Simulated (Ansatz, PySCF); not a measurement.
System: NH4, charge 1, multiplicity 1. 
Coordinates optimised at B3LYP-D3(BJ)/def2-TZVP (Ansatz, an electronic-structure program):
```xyz
5

N      0.0000     0.0000     0.0000
H      0.0143     0.9619    -0.3540
H      0.8334    -0.4977    -0.3293
H     -0.8403    -0.4774    -0.3416
H     -0.0074     0.0132     1.0249
```
Charge +1, spin multiplicity 1.

Total electronic energies in hartree. Correlated levels leave the core frozen unless marked. No spin-orbit coupling. No relativistic terms. Basis-set limits of correlation are two-point, X^-3; Hartree-Fock from the larger set.

```json
[
 {"level": "BP86-D4/def2-TZVPD", "program": "PySCF + dftd4", "energy (Eh)": "…"},
 {"level": "M06-L-D4/def2-TZVPD", "program": "PySCF + dftd4", "energy (Eh)": "-56.91111"},
 {"level": "B97M-V/def2-TZVPD", "program": "Ansatz", "energy (Eh)": "-56.90696"},
 {"level": "PBE0-D4/def2-TZVP", "program": "Ansatz + dftd4", "energy (Eh)": "…"},
 {"level": "PBE0/def2-QZVPP", "program": "Ansatz", "energy (Eh)": "-56.85993"},
 {"level": "PW6B95-D3(BJ)/def2-TZVPD", "program": "PySCF + dftd3", "energy (Eh)": "-56.98459"},
 {"level": "MN15/def2-TZVPD", "program": "PySCF", "energy (Eh)": "…"},
 {"level": "LC-wPBE-D4/def2-TZVPD", "program": "Ansatz + dftd4", "energy (Eh)": "-56.89355"},
 {"level": "B2PLYP-D4/def2-TZVPD", "program": "Ansatz + dftd4", "energy (Eh)": "-56.86967"},
 {"level": "B2PLYP/def2-TZVPD", "program": "Ansatz", "energy (Eh)": "-56.86940"},
 {"level": "MP2/STO-3G", "program": "Ansatz", "energy (Eh)": "-55.92875"},
 {"level": "MP2/CBS(def2-TZVPP,def2-QZVPP)", "program": "Ansatz", "energy (Eh)": "-56.8235"},
 {"level": "SCS-MP2/cc-pVDZ", "program": "Ansatz", "energy (Eh)": "-56.73298"},
 {"level": "CCSD/6-31G*", "program": "Ansatz", "energy (Eh)": "-56.71720"},
 {"level": "CCSD(T)/CBS(cc-pVTZ,cc-pVQZ)", "program": "Ansatz", "energy (Eh)": "-56.8419"}
]
```

What belongs in the gaps?


- BP86-D4/def2-TZVPD, energy (Eh): -56.92259
- PBE0-D4/def2-TZVP, energy (Eh): -56.85420
- MN15/def2-TZVPD, energy (Eh): -56.84665
